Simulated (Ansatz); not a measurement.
## Molecular dynamics of ClH2O2, charge -1

input.yaml

```yaml
crystal:
  periodic: [false, false, false]
  atoms:
    - { symbol: Cl, position_ang: [-0.036133, 0.212952, -1.903336] }
    - { symbol: O, position_ang: [-0.007432, 0.616878, 1.049398] }
    - { symbol: O, position_ang: [0.043994, -0.833577, 0.885865] }
    - { symbol: H, position_ang: [-0.030833, 0.864386, 0.081304] }
    - { symbol: H, position_ang: [0.030404, -0.860639, -0.113231] }
total_charge: -1
basis:
  gaussian: { orbitals: def2-SVP }
hamiltonian:
  xc: r2scan
  dispersion: d4
md:
  timestep: 0.5
  n_steps: 100
  ensemble: nve
  temperature: 700.0
  initial_velocities: maxwell_boltzmann
  seed: 242947
scf:
  lower_state_search: "off"
```

Run as:

```bash
$ ansatz run input.yaml --threads 1 --pin off --max-ram 2048MiB --backend cpu --events-out ev --progress --plain --runs-dir out
```

It starts from a relaxed structure.

Output, in part (one step line in 2, the closing report, with atoms numbered from 0):

```
md step     0: t =     0.00 fs  T =   700.0 K  F+E_penalty+E_count = -16638.70211905 eV  E_kin = 0.271446 eV  conserved = -16638.43067306 eV  (13 SCF iters)
md step     2: t =     1.00 fs  T =   647.9 K  F+E_penalty+E_count = -16638.68170934 eV  E_kin = 0.251239 eV  conserved = -16638.43047046 eV  (19 SCF iters)
md step     4: t =     2.00 fs  T =   526.8 K  F+E_penalty+E_count = -16638.63426450 eV  E_kin = 0.204297 eV  conserved = -16638.42996746 eV  (19 SCF iters)
md step     6: t =     3.00 fs  T =   411.2 K  F+E_penalty+E_count = -16638.58920424 eV  E_kin = 0.159461 eV  conserved = -16638.42974309 eV  (19 SCF iters)
md step     8: t =     4.00 fs  T =   337.7 K  F+E_penalty+E_count = -16638.56080481 eV  E_kin = 0.130948 eV  conserved = -16638.42985683 eV  (19 SCF iters)
md step    10: t =     5.00 fs  T =   293.4 K  F+E_penalty+E_count = -16638.54367571 eV  E_kin = 0.113762 eV  conserved = -16638.42991388 eV  (19 SCF iters)
md step    12: t =     6.00 fs  T =   266.9 K  F+E_penalty+E_count = -16638.53334298 eV  E_kin = 0.103496 eV  conserved = -16638.42984706 eV  (19 SCF iters)
md step    14: t =     7.00 fs  T =   265.3 K  F+E_penalty+E_count = -16638.53261219 eV  E_kin = 0.102859 eV  conserved = -16638.42975339 eV  (20 SCF iters)
md step    16: t =     8.00 fs  T =   301.4 K  F+E_penalty+E_count = -16638.54660672 eV  E_kin = 0.116883 eV  conserved = -16638.42972405 eV  (20 SCF iters)
md step    18: t =     9.00 fs  T =   376.1 K  F+E_penalty+E_count = -16638.57581366 eV  E_kin = 0.145859 eV  conserved = -16638.42995453 eV  (19 SCF iters)
md step    20: t =    10.00 fs  T =   451.9 K  F+E_penalty+E_count = -16638.60565408 eV  E_kin = 0.175240 eV  conserved = -16638.43041443 eV  (19 SCF iters)
md step    22: t =    11.00 fs  T =   463.4 K  F+E_penalty+E_count = -16638.61030574 eV  E_kin = 0.179688 eV  conserved = -16638.43061816 eV  (19 SCF iters)
md step    24: t =    12.00 fs  T =   386.0 K  F+E_penalty+E_count = -16638.57991214 eV  E_kin = 0.149670 eV  conserved = -16638.43024180 eV  (19 SCF iters)
md step    26: t =    13.00 fs  T =   276.9 K  F+E_penalty+E_count = -16638.53709074 eV  E_kin = 0.107375 eV  conserved = -16638.42971553 eV  (20 SCF iters)
md step    28: t =    14.00 fs  T =   212.7 K  F+E_penalty+E_count = -16638.51213692 eV  E_kin = 0.082465 eV  conserved = -16638.42967163 eV  (20 SCF iters)
md step    30: t =    15.00 fs  T =   203.7 K  F+E_penalty+E_count = -16638.50891509 eV  E_kin = 0.078973 eV  conserved = -16638.42994194 eV  (20 SCF iters)
md step    32: t =    16.00 fs  T =   212.2 K  F+E_penalty+E_count = -16638.51233740 eV  E_kin = 0.082270 eV  conserved = -16638.43006787 eV  (20 SCF iters)
md step    34: t =    17.00 fs  T =   217.5 K  F+E_penalty+E_count = -16638.51430747 eV  E_kin = 0.084352 eV  conserved = -16638.42995558 eV  (19 SCF iters)
md step    36: t =    18.00 fs  T =   237.0 K  F+E_penalty+E_count = -16638.52162433 eV  E_kin = 0.091914 eV  conserved = -16638.42971081 eV  (19 SCF iters)
md step    38: t =    19.00 fs  T =   305.4 K  F+E_penalty+E_count = -16638.54814710 eV  E_kin = 0.118446 eV  conserved = -16638.42970142 eV  (19 SCF iters)
md step    40: t =    20.00 fs  T =   419.2 K  F+E_penalty+E_count = -16638.59275913 eV  E_kin = 0.162570 eV  conserved = -16638.43018863 eV  (19 SCF iters)
md step    42: t =    21.00 fs  T =   506.5 K  F+E_penalty+E_count = -16638.62712055 eV  E_kin = 0.196425 eV  conserved = -16638.43069524 eV  (20 SCF iters)
md step    44: t =    22.00 fs  T =   494.7 K  F+E_penalty+E_count = -16638.62248339 eV  E_kin = 0.191835 eV  conserved = -16638.43064838 eV  (20 SCF iters)
md step    46: t =    23.00 fs  T =   392.7 K  F+E_penalty+E_count = -16638.58234254 eV  E_kin = 0.152264 eV  conserved = -16638.43007866 eV  (20 SCF iters)
md step    48: t =    24.00 fs  T =   285.9 K  F+E_penalty+E_count = -16638.54046315 eV  E_kin = 0.110884 eV  conserved = -16638.42957957 eV  (20 SCF iters)
md step    50: t =    25.00 fs  T =   247.9 K  F+E_penalty+E_count = -16638.52581697 eV  E_kin = 0.096124 eV  conserved = -16638.42969289 eV  (20 SCF iters)
md step    52: t =    26.00 fs  T =   263.7 K  F+E_penalty+E_count = -16638.53243247 eV  E_kin = 0.102273 eV  conserved = -16638.43015905 eV  (20 SCF iters)
md step    54: t =    27.00 fs  T =   266.3 K  F+E_penalty+E_count = -16638.53357324 eV  E_kin = 0.103252 eV  conserved = -16638.43032119 eV  (20 SCF iters)
md step    56: t =    28.00 fs  T =   232.4 K  F+E_penalty+E_count = -16638.52002802 eV  E_kin = 0.090137 eV  conserved = -16638.42989064 eV  (20 SCF iters)
md step    58: t =    29.00 fs  T =   222.7 K  F+E_penalty+E_count = -16638.51579101 eV  E_kin = 0.086341 eV  conserved = -16638.42945039 eV  (20 SCF iters)
md step    60: t =    30.00 fs  T =   294.6 K  F+E_penalty+E_count = -16638.54403428 eV  E_kin = 0.114241 eV  conserved = -16638.42979340 eV  (20 SCF iters)
md step    62: t =    31.00 fs  T =   401.5 K  F+E_penalty+E_count = -16638.58613321 eV  E_kin = 0.155693 eV  conserved = -16638.43044042 eV  (20 SCF iters)
md step    64: t =    32.00 fs  T =   450.4 K  F+E_penalty+E_count = -16638.60530378 eV  E_kin = 0.174648 eV  conserved = -16638.43065608 eV  (19 SCF iters)
md step    66: t =    33.00 fs  T =   406.8 K  F+E_penalty+E_count = -16638.58815522 eV  E_kin = 0.157760 eV  conserved = -16638.43039559 eV  (19 SCF iters)
md step    68: t =    34.00 fs  T =   312.8 K  F+E_penalty+E_count = -16638.55116459 eV  E_kin = 0.121302 eV  conserved = -16638.42986213 eV  (20 SCF iters)
md step    70: t =    35.00 fs  T =   248.8 K  F+E_penalty+E_count = -16638.52607965 eV  E_kin = 0.096480 eV  conserved = -16638.42959942 eV  (20 SCF iters)
md step    72: t =    36.00 fs  T =   252.1 K  F+E_penalty+E_count = -16638.52770416 eV  E_kin = 0.097753 eV  conserved = -16638.42995099 eV  (20 SCF iters)
md step    74: t =    37.00 fs  T =   274.4 K  F+E_penalty+E_count = -16638.53676827 eV  E_kin = 0.106406 eV  conserved = -16638.43036230 eV  (20 SCF iters)
md step    76: t =    38.00 fs  T =   257.9 K  F+E_penalty+E_count = -16638.53026617 eV  E_kin = 0.100010 eV  conserved = -16638.43025606 eV  (20 SCF iters)
md step    78: t =    39.00 fs  T =   221.3 K  F+E_penalty+E_count = -16638.51551092 eV  E_kin = 0.085831 eV  conserved = -16638.42967984 eV  (20 SCF iters)
md step    80: t =    40.00 fs  T =   248.6 K  F+E_penalty+E_count = -16638.52583280 eV  E_kin = 0.096416 eV  conserved = -16638.42941728 eV  (19 SCF iters)
md step    82: t =    41.00 fs  T =   373.8 K  F+E_penalty+E_count = -16638.57498603 eV  E_kin = 0.144968 eV  conserved = -16638.43001810 eV  (19 SCF iters)
md step    84: t =    42.00 fs  T =   511.8 K  F+E_penalty+E_count = -16638.62917351 eV  E_kin = 0.198469 eV  conserved = -16638.43070418 eV  (19 SCF iters)
md step    86: t =    43.00 fs  T =   559.9 K  F+E_penalty+E_count = -16638.64788508 eV  E_kin = 0.217114 eV  conserved = -16638.43077075 eV  (19 SCF iters)
md step    88: t =    44.00 fs  T =   503.5 K  F+E_penalty+E_count = -16638.62556641 eV  E_kin = 0.195260 eV  conserved = -16638.43030616 eV  (19 SCF iters)
md step    90: t =    45.00 fs  T =   411.9 K  F+E_penalty+E_count = -16638.58945318 eV  E_kin = 0.159733 eV  conserved = -16638.42972013 eV  (19 SCF iters)
md step    92: t =    46.00 fs  T =   370.0 K  F+E_penalty+E_count = -16638.57310096 eV  E_kin = 0.143460 eV  conserved = -16638.42964133 eV  (19 SCF iters)
md step    94: t =    47.00 fs  T =   387.2 K  F+E_penalty+E_count = -16638.58037888 eV  E_kin = 0.150152 eV  conserved = -16638.43022661 eV  (19 SCF iters)
md step    96: t =    48.00 fs  T =   383.9 K  F+E_penalty+E_count = -16638.57950744 eV  E_kin = 0.148872 eV  conserved = -16638.43063498 eV  (19 SCF iters)
md step    98: t =    49.00 fs  T =   312.2 K  F+E_penalty+E_count = -16638.55113210 eV  E_kin = 0.121074 eV  conserved = -16638.43005827 eV  (19 SCF iters)
md step   100: t =    50.00 fs  T =   257.7 K  F+E_penalty+E_count = -16638.52928116 eV  E_kin = 0.099947 eV  conserved = -16638.42933408 eV  (19 SCF iters)
Total energy: -16638.52928585 eV, -611.4546732548 hartree
Atom 0 at    -0.036780     0.218708    -1.881491 Å, force     0.120620    -0.010163    -0.205312 eV/Å
Atom 1 at    -0.022504     0.614536     1.005465 Å, force     0.490891    -0.166559    -1.584410 eV/Å
Atom 2 at     0.051717    -0.830721     0.881440 Å, force     0.299812    -0.494629     2.847926 eV/Å
Atom 3 at     0.212889     0.802090     0.010576 Å, force    -0.573589     0.107238     0.943780 eV/Å
Atom 4 at    -0.073933    -1.008916    -0.043224 Å, force    -0.337734     0.564112    -2.001983 eV/Å
Dipole moment:     0.037179    -0.072816     0.122766 e Å
```

All steps were run. The conserved energy stayed within 0.27 meV per atom of its start (net change 0.27 meV per atom), so the integration is sound. A run of 0.05 ps of so small a system gives no equilibrium averages. Limits of this set-up: an anion without diffuse functions, the dipole of an ion depends on the origin.

The same pairs are bonded in the first frame and the last. Pairs count as bonded within 1.25 times the sum of covalent radii (0.12 Å more for H–H).

Last frame:

```xyz
5
Properties=species:S:1:pos:R:3
Cl -0.037 0.219 -1.881
O -0.022 0.615 1.006
O 0.052 -0.831 0.881
H 0.213 0.802 0.011
H -0.074 -1.009 -0.043
```

The run took 3 min on 1 thread of Intel(R) Xeon(R) Processor @ 2.50GHz (Skylake/Cascade Lake), with other jobs on the host, peak memory 0.11 GiB.
